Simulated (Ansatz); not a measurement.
# C3H4, singlet: cost against accuracy

Geometry (MP2(full)/6-31G*, from the G2/97 set):

```
atom    x (Å)    y (Å)    z (Å)
   C   0.0000   0.0000   0.0000
   C   0.0000   0.0000   1.3112
   C   0.0000   0.0000  -1.3112
   H   0.0000   0.9268   1.8766
   H   0.0000  -0.9268   1.8766
   H   0.9268   0.0000  -1.8766
   H  -0.9268   0.0000  -1.8766
```

Measured, as an electronic atomization energy: 703.3 kcal/mol (G2/97 heats of formation of molecule and atoms, with zero-point and thermal terms from B3LYP taken off; Curtiss et al., J. Chem. Phys. 106, 1063 (1997), Staroverov et al., J. Chem. Phys. 119, 12129 (2003)). The measured value holds scalar relativity and spin–orbit coupling, which all computed ones lack, and core correlation, which the wave-function levels lack. Atoms are taken at the same level; beside RHF, RMP2 and RCC rows they are unrestricted. Truncated CI is not size-consistent. The atoms' steps beyond CCSDT(Q) are taken from restricted open-shell runs, which share full CI's core. Ansatz 0.2.0; the 6-31G* set has Cartesian d functions; a miss is computed less measured; times are wall times on shared hosts and scatter by a factor of two or so.

| level | basis | miss (kcal/mol) | time of the run | hardware |
| --- | --- | --- | --- | --- |
| RMP2 | STO-3G | -4.8 | – | – |
| RCCSD(T) | STO-3G | 9.4 | 0.24 s | 1 CPU thread |
| RCCSDT(Q) | STO-3G | 10.0 | 1 s | 1 CPU thread |
| UCCSDT(Q) | STO-3G | 10.0 | 4.8 s | 1 CPU thread |
| UCCSDTQ | STO-3G | 10.0 | 2 min | 1 CPU thread |
| PBE | STO-3G | 134.1 | 0.48 s | 1 CPU thread |
| r2SCAN | STO-3G | 105.1 | 0.99 s | 1 CPU thread |
| B3LYP | STO-3G | 99.9 | 0.51 s | 1 CPU thread |
| wB97M-V | STO-3G | 119.0 | 1.9 s | 1 CPU thread |
| B2PLYP | STO-3G | 62.4 | 0.72 s | 1 CPU thread |
| UHF | 6-31G | -204.6 | 0.33 s | 1 CPU thread |
| RMP2 | 6-31G | -84.1 | – | – |
| RCCSD(T) | 6-31G | -83.1 | 0.36 s | 1 CPU thread |
| r2SCAN | 6-31G | -8.7 | 1.3 s | 1 CPU thread |
| B3LYP | 6-31G | -12.1 | 0.88 s | 1 CPU thread |
| wB97M-V | 6-31G | -6.1 | 2.9 s | 1 CPU thread |
| B2PLYP | 6-31G | -36.8 | 1.1 s | 1 CPU thread |
| RHF | 6-31G* | -185.8 | – | – |
| UHF | 6-31G* | -185.8 | – | – |
| RCCSD(T) | 6-31G* | -55.8 | 0.63 s | 1 CPU thread |
| RCCSDT(Q) | 6-31G* | -55.3 | 7.5 s | H100 + 2 CPU threads |
| PBE | 6-31G* | 20.2 | 0.94 s | 1 CPU thread |
| r2SCAN | 6-31G* | -0.2 | 1.8 s | 1 CPU thread |
| B2PLYP | 6-31G* | -18.3 | 1.3 s | 1 CPU thread |
| RCCSDT(Q) | cc-pVDZ | -51.8 | 8.5 s | H100 + 2 CPU threads |
| PBE | cc-pVDZ | 11.1 | 0.66 s | 1 CPU thread |
| r2SCAN | cc-pVDZ | -6.9 | 1.4 s | 1 CPU thread |
| B3LYP | cc-pVDZ | -11.2 | 0.73 s | 1 CPU thread |
| RHF | cc-pVTZ | -181.8 | 4.1 s | 1 CPU thread |
| RMP2 | cc-pVTZ | -8.1 | – | – |
| RCCSDT(Q) | cc-pVTZ | -17.8 | 2.1 min | H100 + 2 CPU threads |
| PBE | cc-pVTZ | 20.9 | 2.9 s | H100 + 2 CPU threads |
| r2SCAN | cc-pVTZ | 3.7 | 11 s (with forces) | H100 + 2 CPU threads |
| wB97M-V | cc-pVTZ | 1.6 | 6 s (with forces) | H100 + 2 CPU threads |
| B2PLYP | cc-pVTZ | -3.8 | 4.6 s | H100 + 2 CPU threads |
| RHF | cc-pVQZ | -180.8 | – | – |
| PBE | cc-pVQZ | 21.6 | 3.5 s | H100 + 2 CPU threads |
| r2SCAN | cc-pVQZ | 4.2 | 6.5 s | H100 + 2 CPU threads |
| B3LYP | cc-pVQZ | 1.9 | 3.5 s | H100 + 2 CPU threads |
| B2PLYP | cc-pVQZ | -0.2 | 3.5 s | H100 + 2 CPU threads |

HF's time is that of a plain UHF run. A dash: the level came out of a higher level's run.

A composite of the best parts (restricted reference, at this geometry, which isn't the minimum of the high levels):

| part | kcal/mol |
| --- | --- |
| Hartree–Fock limit (T, Q; exp(−5.46 √X)) | 522.82 |
| CCSD(T) correlation limit (T, Q; X⁻³) | 178.57 |
| CCSDT − CCSD(T) (TZ) | -0.62 |
| (Q) (TZ) | 0.83 |
| sum | 701.6 |
| sum less measured | -1.7 |
